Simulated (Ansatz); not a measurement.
Working through a ladder of basis sets of BFO, SMILES O=BF

Program: Ansatz's Python interface.

Typed at the interpreter:
```pycon
>>> import ansatz as az
>>> from ase import Atoms
>>> params = {
...     "xc": "PBE0",
...     "dispersion": "d3bj",
... }
>>> atoms = Atoms(["O", "B", "F"], positions=[
...     [0.97333, -0.55912, 0.47519],
...     [0.02479, -0.01497, 0.01202],
...     [-0.99812, 0.5741, -0.48721],
... ])
>>> bfo = az.Crystal.molecule_from_ase(atoms)
>>> calc = (
...     bfo.calculation()
...     .functional(params["xc"], dispersion=params["dispersion"])
... )
>>> energies = {}
>>> for basis in ["cc-pVDZ", "cc-pVTZ", "cc-pVQZ"]:
...     r = calc.basis(gaussian=basis).run(threads=1).report
...     size = r["n_frozen"] + r["n_occupied"][0] + r["n_virtual"][0]
...     energies[basis] = (r["reference_energy_ev"] / 27.211386246, r["free_energy_ev"] / 27.211386246)
...     print(f"{basis:14s} {size:4d} orbitals  reference {energies[basis][0]:14.6f} Ha  total {energies[basis][1]:14.6f} Ha")
...
cc-pVDZ          42 orbitals  reference    -199.796938 Ha  total    -199.797654 Ha
cc-pVTZ          90 orbitals  reference    -199.868181 Ha  total    -199.868898 Ha
cc-pVQZ         165 orbitals  reference    -199.886126 Ha  total    -199.886843 Ha
>>> last = energies["cc-pVQZ"][1]
>>> for basis, (_, total) in energies.items():
...     print(f"{basis:14s} lies {27.211386 * (total - last):9.4f} eV above cc-pVQZ")
...
cc-pVDZ        lies    2.4269 eV above cc-pVQZ
cc-pVTZ        lies    0.4883 eV above cc-pVQZ
cc-pVQZ        lies    0.0000 eV above cc-pVQZ
```

Against cc-pVDZ: cc-pVTZ -71.2 mHa and cc-pVQZ -89.2 mHa. The last step alone is -17.94 mHa.

Notes:
- The drop along the ladder measures the basis error, and is no property of the molecule.
- The geometry is a force-field or estimated start, not a minimum of this method, and the last set is no limit. Much of the fall in a total is atomic energy, which cancels in bond and reaction energies.
- Total less reference energy is the dispersion correction.
- It ran for 3 s on 1 thread of Arm Neoverse V2 (shared host), peak memory 0.26 GiB.
